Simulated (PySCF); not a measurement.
These 2 structures share the formula C2H4F2S. Method used: PySCF, PBE0-D3(BJ)/def2-SVP geometry optimisation, gas phase. Energies are electronic, without zero-point or thermal terms, for one conformer each. No frequencies were run at this level. Point groups hold within 0.08 Å.

Question: Order them by energy at this level, lowest first, and give relative energies in kJ/mol.
A. `[F:1][CH2:2][S:3][CH2:4][F:5]` with F1–C2–S3–C4 71°, C2–S3–C4–F5 72°
B. `[F:1][CH:2]([F:3])[CH2:4][SH:5]` with F1–C2–C4–S5 60°, C2–C4–S5–H -60° (CHF2CH2SH)

Answer: B (0.0), A (62.3).

As drawn, the lower has an S–H bond and two fluorines on one carbon, which the higher lacks.

```json
{"SMILES": "FC(F)CS", "E (Eh)": "-675.74125", "E rel (kJ/mol)": "0.0", "dipole (D)": "2.34", "point group": "–", "A, B, C (MHz)": "6617, 2584, 2344"}
{"SMILES": "FCSCF", "E (Eh)": "-675.71754", "E rel (kJ/mol)": "62.3", "dipole (D)": "0.13", "point group": "C2", "A, B, C (MHz)": "6216, 2551, 2126"}
```

Question: How do the relative energies change in single points at wB97X-D/pcSseg-2 (no added dispersion term) on the same geometries?

Answer: 
```tsv
SMILES	PBE0-D3(BJ)/def2-SVP (kJ/mol)	wB97X-D/pcSseg-2 (kJ/mol)	shift
FC(F)CS	0.0	0.0	0.0
FCSCF	62.3	43.2	-19.1
```

Each column counts from its own lowest isomer. The order is unchanged; the largest shift is 19.1 kJ/mol.
